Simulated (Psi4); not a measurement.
**triplet C3H4F2: levels of theory compared**

We compute a comparison of 4 runs (U-r2SCAN/6-31G*, UM06-L/6-31G*, UPBE0/6-31G*, UTPSS/6-31G*) of triplet C3H4F2. 

The results are computed with Psi4 1.11.

## Step 1: The structure to begin with

C3H4F2 has 9 atoms, charge 0, and is taken as a triplet. As SMILES of the parent species, `F/C=C\CF`. Geometry: relaxed at PBE0-D4/def2-TZVP. This is one conformer, not always the lowest. That shape belongs to the parent species and isn't relaxed for this state.

Bond lengths: F1–C2 1.336 Å, C2–C3 1.320 Å, C3–C4 1.485 Å, C4–F5 1.387 Å, C2–H6 1.084 Å, C3–H7 1.084 Å, C4–H8 1.095 Å, C4–H9 1.091 Å. Some angles: F1–C2–C3 122.6°, C2–C3–C4 124.9°, C3–C4–F5 109.9°, F1–C2–H6 112.2°, C3–C2–H6 125.2°, C2–C3–H7 117.2°, C4–C3–H7 117.9°, C3–C4–H8 111.0°, C3–C4–H9 111.5°, F5–C4–H8 107.0°.

## Step 2: Energy and gradient at U-r2SCAN/6-31G(d) (spherical functions) (run 1)

Contents of c3h4f2.inp:

```
memory 2200 mb

molecule mol {
  0 3
  F     -1.771300     0.696200    -0.764200
  C     -0.756800    -0.083800    -1.148800
  C      0.269900    -0.355400    -0.364300
  C      0.439500     0.155200     1.019400
  F      1.656600     0.811400     1.133700
  H     -0.888900    -0.458700    -2.156900
  H      1.042400    -1.001300    -0.765600
  H      0.449800    -0.666700     1.742700
  H     -0.352600     0.856800     1.286900
  symmetry c1
  no_reorient
  no_com
}

set globals {
  basis                6-31G*
  reference            uks
  puream               true
  e_convergence        1e-09
  d_convergence        1e-08
  scf_type             pk
  dft_radial_points    99
  dft_spherical_points 590
  maxiter              100
}

E, wfn = gradient('r2scan', return_wfn=True)
oeprop(wfn, 'WIBERG_LOWDIN_INDICES', 'LOWDIN_CHARGES', 'MAYER_INDICES')
```

Launch:

```bash
$ psi4 c3h4f2.inp c3h4f2.out -n 1
```

c3h4f2.out:

```text
[...]
  Running in c1 symmetry.
[...]
  Nuclear repulsion =  168.442552110584870
[...]
  Multiplicity = 3
[...]
  Nalpha       = 21
  Nbeta        = 19
[...]
    Number of basis functions: 78
[...]
   @UKS iter   1:  -315.81570483779200   -6.75973e-02   7.97058e-03 ADIIS/DIIS
[...]
   @UKS iter  16:  -316.03904710981243    0.00000e+00   1.37423e-09 DIIS
[...]
   @S^2 Observed:                2.010348164E+00
[...]
  @UKS Final Energy:  -316.03904710981243
   => Energetics <=
    Nuclear Repulsion Energy =            168.4425521105848702
    One-Electron Energy =                -769.2202494309055965
    Two-Electron Energy =                 323.3868931046717989
    DFT Exchange-Correlation Energy =     -38.6482428941635092
    Empirical Dispersion Energy =           0.0000000000000000
    VV10 Nonlocal Energy =                  0.0000000000000000
    Total Energy =                       -316.0390471098124294
[...]
 Multipole Moments:
 ------------------------------------------------------------------------------------
     Multipole            Electronic (a.u.)      Nuclear  (a.u.)        Total (a.u.)
 ------------------------------------------------------------------------------------
 L = 1.  Multiply by 2.5417464519 to convert [e a0] to [Debye]
 Dipole X            :          1.7949926           -2.0144480           -0.2194555
 Dipole Y            :        -20.6214136           20.0207034           -0.6007102
 Dipole Z            :         -1.1226294            0.8889272           -0.2337023
 Magnitude           :                                                    0.6809039
[...]
  -Total Gradient:
     Atom            X                  Y                   Z
    ------   -----------------  -----------------  -----------------
       1        0.006256216660    -0.010652209439    -0.014671117629
       2        0.147908469722    -0.024283419427     0.145426805988
       3       -0.147519579507     0.032375574441    -0.131632782238
       4        0.006896271547     0.008190896993     0.013791547078
       5       -0.014875683377    -0.007390814013    -0.004359636246
       6        0.000875678189    -0.000566011451     0.000428062061
       7       -0.003133047079     0.000603110174    -0.002162981318
       8       -0.000548739981     0.002683409718    -0.006140491030
       9        0.004145642713    -0.000973045650    -0.000695315896
[...]
```

Wall time 54 s (1 thread of Intel Xeon 6975P-C (Granite Rapids), shared host); peak memory 1.5 GiB.

## Step 3: A single-point energy at UM06-L/6-31G(d) (spherical functions) (run 2)

Contents of run.py:

```python
import numpy as np
from ase.calculators.psi4 import Psi4
from ase import Atoms

mol = Atoms(['F', 'C', 'C', 'C', 'F', 'H', 'H', 'H', 'H'], positions=[
    [-1.771300, 0.696200, -0.764200],
    [-0.756800, -0.083800, -1.148800],
    [0.269900, -0.355400, -0.364300],
    [0.439500, 0.155200, 1.019400],
    [1.656600, 0.811400, 1.133700],
    [-0.888900, -0.458700, -2.156900],
    [1.042400, -1.001300, -0.765600],
    [0.449800, -0.666700, 1.742700],
    [-0.352600, 0.856800, 1.286900],
])
calc = Psi4(atoms=mol, method='m06-l', basis='6-31G*', memory='2200MB', num_threads=1, charge=0, multiplicity=3, label='calc', reference='uks')
calc.psi4.set_options({'puream': True, 'e_convergence': 1e-09, 'd_convergence': 1e-08, 'scf_type': 'pk', 'dft_radial_points': 99, 'dft_spherical_points': 590, 'maxiter': 100})
mol.calc = calc

print(f'energy: {mol.get_potential_energy():.6f} eV')
```

Launch:

```bash
$ python run.py
```

calc.dat:

```text
[...]
  Running in c1 symmetry.
[...]
  Nuclear repulsion =  168.442552110584870
[...]
  Multiplicity = 3
[...]
  Nalpha       = 21
  Nbeta        = 19
[...]
    Number of basis functions: 78
[...]
   @UKS iter   1:  -315.93112155471454   -1.07741e-01   7.78575e-03 DIIS/ADIIS
[...]
   @UKS iter  14:  -316.14562796896388   -1.98952e-12   5.85608e-09 DIIS
[...]
   @S^2 Observed:                2.009953182E+00
[...]
    Orbital Energies [Eh]
    ---------------------
    Alpha Occupied:
       1A    -24.539224     2A    -24.478426     3A    -10.133099
       4A    -10.124416     5A    -10.076353     6A     -1.217490
       7A     -1.155787     8A     -0.796544     9A     -0.666459
      10A     -0.567910    11A     -0.502518    12A     -0.477982
      13A     -0.457558    14A     -0.435815    15A     -0.427752
      16A     -0.392246    17A     -0.349061    18A     -0.304864
      19A     -0.295851    20A     -0.279669    21A     -0.069035
    Alpha Virtual:
      22A      0.084768    23A      0.101154    24A      0.132123
      25A      0.147794    26A      0.154459    27A      0.170897
[...]
  @UKS Final Energy:  -316.14562796896388
   => Energetics <=
    Nuclear Repulsion Energy =            168.4425521105848702
    One-Electron Energy =                -769.1921205721400838
    Two-Electron Energy =                 323.3738830671921960
    DFT Exchange-Correlation Energy =     -38.7699425746008828
    Empirical Dispersion Energy =           0.0000000000000000
    VV10 Nonlocal Energy =                  0.0000000000000000
    Total Energy =                       -316.1456279689638791
[...]
 Multipole Moments:
 ------------------------------------------------------------------------------------
     Multipole            Electronic (a.u.)      Nuclear  (a.u.)        Total (a.u.)
 ------------------------------------------------------------------------------------
 L = 1.  Multiply by 2.5417464519 to convert [e a0] to [Debye]
 Dipole X            :         -0.6269331            0.4028085           -0.2241246
 Dipole Y            :          2.5862290           -3.1846751           -0.5984461
 Dipole Z            :          0.0352196           -0.2769026           -0.2416829
 Magnitude           :                                                    0.6832132
[...]
```

The script printed:

```text
energy: -8602.760723 eV
```

Run time: 38 s. Hardware: 1 thread of Intel Xeon 6975P-C (Granite Rapids), shared host; peak memory 1.5 GiB.

Run 3 isn't shown in full; the table further down has it.

## Step 4: A single-point energy at UTPSS/6-31G(d) (spherical functions) (run 4)

Contents of run.py:

```python
import psi4

psi4.set_memory(2200000000)
psi4.set_num_threads(1)
psi4.set_output_file('c3h4f2.out', False)

geom = psi4.geometry("""
0 3
F     -3.34727188     1.31562733    -1.44412870
C     -1.43014473    -0.15835905    -2.17091737
C      0.51003708    -0.67160866    -0.68842723
C      0.83053463     0.29328549     1.92638681
F      3.13052030     1.53332378     2.14238251
H     -1.67977755    -0.86681737    -4.07595028
H      1.96985051    -1.89218277    -1.44677432
H      0.84999881    -1.25988041     3.29322572
H     -0.66631743     1.61911734     2.43188855
units au
symmetry c1
no_reorient
no_com
""")

psi4.set_options({
    'basis': '6-31G*',
    'reference': 'uks',
    'puream': True,
    'e_convergence': 1e-09,
    'd_convergence': 1e-08,
    'scf_type': 'pk',
    'dft_radial_points': 99,
    'dft_spherical_points': 590,
    'maxiter': 100,
})

E, wfn = psi4.energy('tpss', molecule=geom, return_wfn=True)
psi4.oeprop(wfn, 'WIBERG_LOWDIN_INDICES', 'MULLIKEN_CHARGES', 'LOWDIN_CHARGES', title='TPSS')
print(f'tpss energy: {E:.10f} Eh')
for k, v in sorted(psi4.core.scalar_variables().items()):
    print(f'{k:45s} {v:18.10f}')
```

Launch:

```bash
$ python run.py
```

c3h4f2.out:

```text
[...]
  Running in c1 symmetry.
[...]
  Nuclear repulsion =  168.442552202306160
[...]
  Multiplicity = 3
[...]
  Nalpha       = 21
  Nbeta        = 19
[...]
    Number of basis functions: 78
[...]
   @UKS iter   1:  -315.96342984207172   -1.23992e-02   8.70800e-03 DIIS/ADIIS
[...]
   @UKS iter  15:  -316.22702436328279   -7.38964e-13   7.24272e-09 DIIS
[...]
   @S^2 Observed:                2.007583111E+00
[...]
  @UKS Final Energy:  -316.22702436328279
   => Energetics <=
    Nuclear Repulsion Energy =            168.4425522023061603
    One-Electron Energy =                -769.2602044931207956
    Two-Electron Energy =                 323.4373509279716927
    DFT Exchange-Correlation Energy =     -38.8467230004398658
    Empirical Dispersion Energy =           0.0000000000000000
    VV10 Nonlocal Energy =                  0.0000000000000000
    Total Energy =                       -316.2270243632827942
[...]
 Multipole Moments:
 ------------------------------------------------------------------------------------
     Multipole            Electronic (a.u.)      Nuclear  (a.u.)        Total (a.u.)
 ------------------------------------------------------------------------------------
 L = 1.  Multiply by 2.5417464519 to convert [e a0] to [Debye]
 Dipole X            :          1.7771420           -2.0144480           -0.2373060
 Dipole Y            :        -20.5819090           20.0207035           -0.5612056
 Dipole Z            :         -1.1157598            0.8889272           -0.2268326
 Magnitude           :                                                    0.6501683
[...]
  Mulliken Charges: (a.u.)
   Center  Symbol    Alpha    Beta     Spin     Total
       1     F     4.68267  4.56233  0.12034 -0.24501
       2     C     3.40595  2.48181  0.92414  0.11224
       3     C     3.59256  2.58481  1.00775 -0.17737
       4     C     2.98246  3.01219 -0.02973  0.00535
       5     F     4.68335  4.63901  0.04434 -0.32236
       6     H     0.39773  0.45468 -0.05695  0.14758
       7     H     0.38505  0.43756 -0.05251  0.17738
       8     H     0.44683  0.40690  0.03994  0.14627
       9     H     0.42338  0.42071  0.00268  0.15591
   Total alpha = 21.00000, Total beta = 19.00000, Total charge =  0.00000
[...]
```

On the terminal:

```text
tpss energy: -316.2270243633 Eh
CURRENT ENERGY                                   -316.2270243633
CURRENT REFERENCE ENERGY                         -316.2270243633
DD SOLVATION ENERGY                                 0.0000000000
DFT FUNCTIONAL TOTAL ENERGY                      -316.2270243633
DFT TOTAL ENERGY                                 -316.2270243633
DFT VV10 ENERGY                                     0.0000000000
DFT XC ENERGY                                     -38.8467230004
GRID ELECTRONS ALPHA                               21.0000001805
GRID ELECTRONS BETA                                19.0000001568
GRID ELECTRONS TOTAL                               40.0000003373
NUCLEAR REPULSION ENERGY                          168.4425522023
ONE-ELECTRON ENERGY                              -769.2602044931
PCM POLARIZATION ENERGY                             0.0000000000
PE ENERGY                                           0.0000000000
SCF ITERATION ENERGY                             -316.2270243633
SCF ITERATIONS                                     15.0000000000
SCF TOTAL ENERGY                                 -316.2270243633
TWO-ELECTRON ENERGY                               323.4373509280
XC GRID RADIAL POINTS                              99.0000000000
XC GRID SPHERICAL POINTS                          590.0000000000
XC GRID TOTAL POINTS                           494917.0000000000
```

Run time: 55 s. Hardware: 1 thread of Intel Xeon 6975P-C (Granite Rapids), shared host; peak memory 1.5 GiB.

## Step 5: All runs side by side

```
run                                  level      task  energy (Eh)  dipole moment (D)  HOMO energy (eV)   ⟨S²⟩  wall time
  1  U-r2SCAN/6-31G* (spherical functions)  gradient  -316.039047               1.73             -2.12  2.010       54 s
  2    UM06-L/6-31G* (spherical functions)    energy  -316.145628               1.74             -1.88  2.010       38 s
  3     UPBE0/6-31G* (spherical functions)  gradient  -315.863481               1.78             -3.10  2.008       27 s
  4     UTPSS/6-31G* (spherical functions)    energy  -316.227024               1.65             -1.80  2.008       55 s
```

## Step 6: What came out

| quantity | value |
| --- | --- |
| run 4: total energy | -316.22702 Eh |
| run 4: dipole moment | 1.65 D |
| run 4: HOMO energy (highest over α and β) | -1.80 eV |
| run 4: ⟨S²⟩ | 2.008 |

**Reading.** The dipole moment (its size) runs from 1.65 D (UTPSS/6-31G*) to 1.78 D (UPBE0/6-31G*). Totals of different functionals can't be ranked against each other. All runs together took 2.9 min, the longest 55 s.
